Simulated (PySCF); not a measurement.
Structure problem from calculated spectra and properties.

Elements present: C, Cl, H and O. Monoisotopic mass: 92.0029 u.

| Item | Value |
| --- | --- |
| Polarisability | 52.4 au [CAM-B3LYP/def2-SVPD] |
| UV, strongest line | among the 8 lowest singlet transitions: S8 at 8.59 eV (144 nm, f = 0.063) [TDDFT CAM-B3LYP/def2-SVPD] |
| XPS | Cl2p3/2 206.2, C1s 292.5, C1s 292.6, C1s 292.7, O1s 539.0, Cl1s 2828.8 eV [ΔSCF SCAN, pcX-2 on the ionised atom, pcseg-1 elsewhere, spin-free X2C, 2p3/2 from a spin–orbit splitting computed afterwards within the 2p shell] |
| Triplet | lowest triplet excitation (Tamm–Dancoff): 6.66 eV [TDA CAM-B3LYP/def2-SVPD] |
| UV, first state | lowest singlet excitation: 7.34 eV (169 nm, f = 0.010) [TDDFT CAM-B3LYP/def2-SVPD] |
| Rotational structure | rotational constants A, B, C: 12.910, 2.090, 1.931 GHz [GFN2-xTB] |
| Dipole | 0.37 D [CAM-B3LYP/def2-SVPD] |

Electronic properties: PySCF, gas phase, density fitting. Levels stand in brackets. The structure is a single GFN2-xTB conformer in the gas phase; no vibrational or solvent corrections.

Question: Which formula fits the mass and the elements?

Answer: C3H5ClO (calculated 92.0029). No other formula that holds each of these elements comes within 0.0003 u with a fitting electron parity and a possible valence count.

Question: Propose a structure and show how it fits.

Answer: Numbering: `[Cl:1][CH2:2][C@@H:3]1[CH2:4][O:5]1`. Its formula, C3H5ClO, gives 1 degree of unsaturation: 1 ring and 0 π bonds in the structure found. The core levels belong to: Cl2p3/2 206.2 eV, alkyl chlorine [Cl1]; C1s 292.5 eV, sp3 carbon bound to oxygen [C4]; C1s 292.6 eV, sp3 C–Cl carbon [C2]; C1s 292.7 eV, sp3 carbon bound to oxygen [C3]; O1s 539.0 eV, epoxide oxygen [O5]; Cl1s 2828.8 eV, alkyl chlorine [Cl1]. The optimised geometry has point group C1 and is an asymmetric top. Structure: (chloromethyl)oxirane, `ClC[C@@H]1CO1`. Computed isomers that give other values at the same levels: `CCC(=O)Cl` (core binding energies: Cl2p3/2 206.2, C1s 291.2, C1s 291.9, C1s 295.1, O1s 538.8, Cl1s 2828.7 eV); `O=CCCCl` (lowest singlet excitation: 4.40 eV (282 nm, f = 0.000)); `CO/C=C\Cl` (rotational constant A: 7.517 GHz; this holds for the one conformer computed). The assignments are read from this structure; whether some other isomer fits the data as well wasn't checked. The mirror image fits equally.

The values belong to the conformer `[Cl:1][CH2:2][C@@H:3]1[CH2:4][O:5]1`: Cl1–C2–C3–C4 -86°.
